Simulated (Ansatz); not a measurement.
# C₅H₁₀O: ionisation energy by level of theory

One table from this session's results is given with a row withheld; the runs are named, their logs left out.

The runs use Ansatz 0.2.0, Gaussian basis; unrestricted cation, the program's frozen cores in correlated methods.

Plan: UKS PBE-D4/def2-TZVPP; UKS r2SCAN-D4/def2-TZVPP; UKS PBE0-D4/def2-TZVPP; UKS B3LYP-D4/def2-TZVPP; UKS wB97X-V/def2-TZVPP; UKS wB97M-V/def2-TZVPP; UKS B2PLYP/def2-TZVPP; UHF-MP2/def2-TZVPP; UHF-MP2/def2-QZVPP; then −ε(HOMO) from the neutral's earlier runs with LDA (SPW92), PBE-D4, revPBE-D4, BLYP-D4, r2SCAN-D4, B97M-V, PBE0-D4, B3LYP-D4, r2SCANh-D4, r2SCAN0-D4, HSE06-D4, BHLYP-D4, CAM-B3LYP-D4, LC-ωPBE, ωB97X-V, ωB97M-V.

1 further run of the same task is left out (it didn't finish).

## The geometry

An earlier PBE0-D4 in a triple-zeta def2 set relaxation fixed the geometry.

SMILES `CCC(=O)CC`, 16 atoms, charge 0, spin multiplicity 1.

Atoms are counted from 1 here; the program's logs count them from 0.

Bond lengths: C1–C2 1.514 Å, C1–H7 1.091 Å, C1–H8 1.091 Å, C1–H9 1.092 Å, C2–C3 1.512 Å, C2–H10 1.097 Å, C2–H11 1.097 Å, C3–O4 1.206 Å, C3–C5 1.512 Å, C5–C6 1.514 Å, C5–H12 1.097 Å, C5–H13 1.097 Å, C6–H14 1.091 Å, C6–H15 1.092 Å, C6–H16 1.091 Å. Angles: C2–C1–H7 110.9°, C2–C1–H8 110.9°, C2–C1–H9 110.8°, H7–C1–H8 107.1°, H7–C1–H9 108.5°, H8–C1–H9 108.5°, C1–C2–C3 113.7°, C1–C2–H10 111.3°, C1–C2–H11 111.4°, C3–C2–H10 107.5°, C3–C2–H11 107.6°, H10–C2–H11 104.9°, C2–C3–O4 121.9°, C2–C3–C5 116.2°, O4–C3–C5 121.9°, C3–C5–C6 113.7°, C3–C5–H12 107.5°, C3–C5–H13 107.6° and more.

The first run:

Input file in.yaml:

```yaml
crystal:
  periodic: [false, false, false]
  atoms:
    - {symbol: C, position_ang: [-2.248584, -1.109952, -0.496805]}
    - {symbol: C, position_ang: [-0.813068, -0.759337, -0.824256]}
    - {symbol: C, position_ang: [-0.132401, 0.073498, 0.238169]}
    - {symbol: O, position_ang: [-0.699225, 0.401516, 1.251144]}
    - {symbol: C, position_ang: [1.299305, 0.471155, -0.040699]}
    - {symbol: C, position_ang: [1.929651, 1.292549, 1.063307]}
    - {symbol: H, position_ang: [-2.309258, -1.672523, 0.435873]}
    - {symbol: H, position_ang: [-2.850160, -0.208997, -0.367902]}
    - {symbol: H, position_ang: [-2.692372, -1.710884, -1.292741]}
    - {symbol: H, position_ang: [-0.206973, -1.661264, -0.974477]}
    - {symbol: H, position_ang: [-0.741778, -0.211601, -1.771860]}
    - {symbol: H, position_ang: [1.311967, 1.010625, -0.995741]}
    - {symbol: H, position_ang: [1.867916, -0.447699, -0.229215]}
    - {symbol: H, position_ang: [1.368175, 2.212239, 1.233600]}
    - {symbol: H, position_ang: [2.958297, 1.556894, 0.811134]}
    - {symbol: H, position_ang: [1.935608, 0.741183, 2.004667]}
basis:
  gaussian: {orbitals: def2-TZVPP}
total_charge: 1
magnetization: {spin_polarized: true, initial_magnetization: 1}
hamiltonian: {xc: pbe, dispersion: d4}
```

Command:

```sh
ansatz run in.yaml --threads 2 --pin off --events-out ev --progress --plain --max-ram 22528MiB --backend cuda --devices 0, --max-vram 18GiB
```

Among the steps run: Cation, UKS PBE-D4/def2-TZVPP; Cation, UKS r2SCAN-D4/def2-TZVPP; Cation, UKS PBE0-D4/def2-TZVPP; Cation, UKS B3LYP-D4/def2-TZVPP; Cation, UKS wB97X-V/def2-TZVPP; Cation, UKS wB97M-V/def2-TZVPP; Cation, UKS B2PLYP (frozen core)/def2-TZVPP; Cation, UHF-MP2/def2-TZVPP; Cation, UHF-MP2/def2-QZVPP.

One of the session's tables, all rows but one given; the rest of the session is left out.

It belongs to the step «Ionisation energies side by side». For comparison, −ε(HOMO) of the neutral from earlier runs:

```
  functional  −ε(HOMO) (eV)
 LDA (SPW92)           5.73
      PBE-D4           5.55
   revPBE-D4           5.48
     BLYP-D4           5.47
   r2SCAN-D4           5.84
      B97M-V           6.03
     PBE0-D4           7.13
    B3LYP-D4              ?
  r2SCANh-D4           6.44
  r2SCAN0-D4           7.34
    HSE06-D4           6.72
    BHLYP-D4           8.68
CAM-B3LYP-D4           8.61
     LC-ωPBE           9.89
     ωB97X-V           9.59
     ωB97M-V           9.55
```

Q: Estimate the row for B3LYP-D4 from the others.

Worked estimate for «−ε(HOMO) (eV)». Against the share of exact exchange, BLYP-D4 (0, 5.47), BHLYP-D4 (0.5, 8.68) give a slope of 6.42 per unit share; at 0.2 the line stands at 6.75.

**Answer.** −ε(HOMO) (eV): 6.90. In «−ε(HOMO) (eV)» the line misses by -0.15.
